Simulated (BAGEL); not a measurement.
# B3LYP/6-31G(d) (density fitting with qzvpp-jkfit, spherical functions) run of SiPH5 (SMILES [SiH3]P)

What is the energy change on altering one bond length of SiPH5 at B3LYP/6-31G* (density fitting with qzvpp-jkfit, spherical functions)? 

The calculation is run with BAGEL 1.2.2.

1 further run of the same task is left out (set aside as unsound or not needed).

## 1. The molecule

SiPH5: 7 atoms, total charge 0, spin state singlet. SMILES: `[SiH3]P`. The coordinates come from a GFN2-xTB relaxation.

Bond lengths: Si1–P2 2.234 Å, Si1–H3 1.462 Å, Si1–H4 1.462 Å, Si1–H5 1.465 Å, P2–H6 1.383 Å, P2–H7 1.383 Å. Angles: Si1–P2–H6 95.7°, Si1–P2–H7 95.8°, P2–Si1–H3 106.9°, P2–Si1–H4 106.8°, P2–Si1–H5 113.1°, H6–P2–H7 92.2°, H3–Si1–H4 111.1°, H3–Si1–H5 109.5°, H4–Si1–H5 109.5°.

## 2. A single-point energy at B3LYP/6-31G(d) (density fitting with qzvpp-jkfit, spherical functions)

Contents of input.json:

```json
{ "bagel": [

{
  "title": "molecule",
  "basis": "6-31gs.json",
  "df_basis": "qzvpp-jkfit",
  "angstrom": true,
  "geometry": [
    { "atom": "Si", "xyz": [      -0.640830,      -0.361550,      -0.395920 ] },
    { "atom": "P", "xyz": [       1.061310,      -0.009120,       1.007680 ] },
    { "atom": "H", "xyz": [      -1.825500,      -0.602940,       0.426340 ] },
    { "atom": "H", "xyz": [      -0.298920,      -1.544330,      -1.184630 ] },
    { "atom": "H", "xyz": [      -0.890510,       0.768910,      -1.293660 ] },
    { "atom": "H", "xyz": [       0.664680,       1.260240,       1.387120 ] },
    { "atom": "H", "xyz": [       1.929760,       0.488790,       0.053060 ] }
  ]
},

{ "title": "ks", "xc_func": "b3lyp" },

{ "title": "print", "file": "orbitals.molden", "orbitals": true }

]}
```

The basis set 6-31G* is read from a file made from the Basis Set Exchange's data (not shown).

Launch:

```sh
BAGEL_NUM_THREADS=1 BAGEL input.json > input.out
```

The log of the run:

```text
* using 1 threads per process

  ===============================================================
  ===============================================================

  *** Geometry ***

  { "atom" : "Si", "xyz" : [     -1.210993,     -0.683230,     -0.748180 ] },
  { "atom" : "P", "xyz" : [      2.005585,     -0.017234,      1.904239 ] },
  { "atom" : "H", "xyz" : [     -3.449695,     -1.139391,      0.805666 ] },
  { "atom" : "H", "xyz" : [     -0.564877,     -2.918361,     -2.238626 ] },
  { "atom" : "H", "xyz" : [     -1.682820,      1.453029,     -2.444663 ] },
  { "atom" : "H", "xyz" : [      1.256063,      2.381508,      2.621277 ] },
  { "atom" : "H", "xyz" : [      3.646718,      0.923679,      0.100269 ] },

  Number of auxiliary basis functions:      346

  Since a DF basis is specified, we compute 2- and 3-index integrals:
    o Being stored without compression. Storage requirement is 0.006 GB

  Number of basis functions:       46
  Number of electrons      :       34

    * METHOD: MOLECULE                             0.09

  *** Kohn-Sham DFT ***

    * Removing 10522 points whose weight is below 1.00e-10
    * Grid points: 93820

  === Nuclear Repulsion ===
    91.5029754670

       - DIIS with orbital gradients will be used.

  === KS iteration (b3lyp / 6-31gs.json) ===
      0       -620.42625853          0.15533359           0.16
      1       -626.19734194          0.09669045           0.16
      2       -619.70032404          0.15646961           0.16
      3       -632.53924615          0.07946457           0.16
      4       -633.46872333          0.03457819           0.15
      5       -633.77730075          0.01600026           0.16
      6       -633.83687936          0.00174533           0.16
      7       -633.83761950          0.00039129           0.16
      8       -633.83765790          0.00004269           0.16
      9       -633.83765832          0.00000841           0.15
     10       -633.83765834          0.00000193           0.15
     11       -633.83765834          0.00000072           0.15
     12       -633.83765834          0.00000017           0.16
     13       -633.83765834          0.00000004           0.15
     14       -633.83765834          0.00000001           0.16
    * SCF iteration converged.

    * Permanent dipole moment:
           (    0.119372,    -0.270453,     0.268579) a.u.

    * METHOD: KS                                   2.61

    * METHOD: PRINT                                0.00

  ===============================================================
```

It took 2.9 s on 1 thread of Arm Neoverse V2, shared host; peak memory 0.24 GiB.

## 3. The distorted shape

Contents of input.json:

```json
{ "bagel" : [

{
  "title" : "molecule",
  "basis" : "6-31gs.json",
  "df_basis" : "qzvpp-jkfit",
  "angstrom" : true,
  "geometry" : [
    { "atom" : "Si", "xyz" : [   -0.323532,   -1.377020,   -0.699467 ] },
    { "atom" : "P", "xyz" : [    1.378608,   -1.024590,    0.704133 ] },
    { "atom" : "H", "xyz" : [   -1.508202,   -1.618410,    0.122793 ] },
    { "atom" : "H", "xyz" : [    0.018378,   -2.559800,   -1.488177 ] },
    { "atom" : "H", "xyz" : [   -0.573212,   -0.246560,   -1.597207 ] },
    { "atom" : "H", "xyz" : [    0.664680,    1.260240,    1.387120 ] },
    { "atom" : "H", "xyz" : [    2.247058,   -0.526680,   -0.250487 ] }
  ]
},
{ "title" : "ks", "xc_func" : "b3lyp" },
{ "title" : "print", "file" : "orbitals.molden", "orbitals" : true }

]}
```

The basis set 6-31G* is read from a file made from the Basis Set Exchange's data (not shown).

Launch:

```sh
BAGEL_NUM_THREADS=1 BAGEL input.json > input.out
```

The log of the run:

```text
* using 1 threads per process

  ===============================================================
  ===============================================================

  *** Geometry ***

  { "atom" : "Si", "xyz" : [     -0.611387,     -2.602191,     -1.321801 ] },
  { "atom" : "P", "xyz" : [      2.605192,     -1.936194,      1.330619 ] },
  { "atom" : "H", "xyz" : [     -2.850089,     -3.058352,      0.232045 ] },
  { "atom" : "H", "xyz" : [      0.034729,     -4.837321,     -2.812247 ] },
  { "atom" : "H", "xyz" : [     -1.083214,     -0.465931,     -3.018284 ] },
  { "atom" : "H", "xyz" : [      1.256063,      2.381508,      2.621277 ] },
  { "atom" : "H", "xyz" : [      4.246324,     -0.995281,     -0.473352 ] },

  Number of auxiliary basis functions:      346

  Since a DF basis is specified, we compute 2- and 3-index integrals:
    o Being stored without compression. Storage requirement is 0.006 GB

  Number of basis functions:       46
  Number of electrons      :       34

    * METHOD: MOLECULE                             0.09

  *** Kohn-Sham DFT ***

    * Removing 9818 points whose weight is below 1.00e-10
    * Grid points: 94524

  === Nuclear Repulsion ===
    88.2109487129

       - DIIS with orbital gradients will be used.

  === KS iteration (b3lyp / 6-31gs.json) ===
      0       -620.14979934          0.15250075           0.17
      1       -626.18707819          0.08769090           0.16
      2       -617.73108839          0.15717877           0.16
      3       -631.52367283          0.09392916           0.16
      4       -631.56535189          0.07344536           0.16
      5       -632.99930916          0.04288441           0.16
      6       -633.43795197          0.02925687           0.16
      7       -633.71238373          0.00686612           0.16
      8       -633.72913858          0.00175755           0.16
      9       -633.72971785          0.00066676           0.16
     10       -633.72984066          0.00012357           0.16
     11       -633.72984548          0.00002021           0.16
     12       -633.72984560          0.00000373           0.16
     13       -633.72984560          0.00000124           0.16
     14       -633.72984560          0.00000012           0.16
     15       -633.72984560          0.00000006           0.16
     16       -633.72984560          0.00000005           0.16
     17       -633.72984560          0.00000001           0.16
    * SCF iteration converged.

    * Permanent dipole moment:
           (    0.020320,     0.238958,     0.516159) a.u.

    * METHOD: KS                                   3.10

    * METHOD: PRINT                                0.00

  ===============================================================
```

Wall time 3.6 s (1 thread of Arm Neoverse V2, shared host); peak memory 0.24 GiB.

## 4. What came out

Level: B3LYP/6-31G* (density fitting with qzvpp-jkfit, spherical functions).

| quantity | value |
| --- | --- |
| first shape: total energy | -633.83766 Eh |
| first shape: dipole moment | 1.02 D |
| first shape: HOMO energy | -7.14 eV |
| first shape: LUMO energy | 0.38 eV |
| first shape: HOMO–LUMO gap | 7.52 eV |
| distorted shape: total energy | -633.72985 Eh |
| distorted shape: dipole moment | 1.45 D |
| distorted shape: HOMO energy | -7.19 eV |
| distorted shape: LUMO energy | -3.36 eV |
| distorted shape: HOMO–LUMO gap | 3.83 eV |
| energy change with the P2–H6 bond stretched from 1.383 to 2.489 Å | 2.934 eV |

**Reading.** One bond (distorted shape) is far stretched, which a spin-restricted single reference describes badly; a broken-symmetry solution may lie lower. With the P2–H6 bond stretched from 1.383 to 2.489 Å the energy rises by 2.93 eV (68 kcal/mol). The first shape isn't relaxed at this level, so the change isn't measured from a minimum. A restricted reference can't describe the breaking bond well at this length.
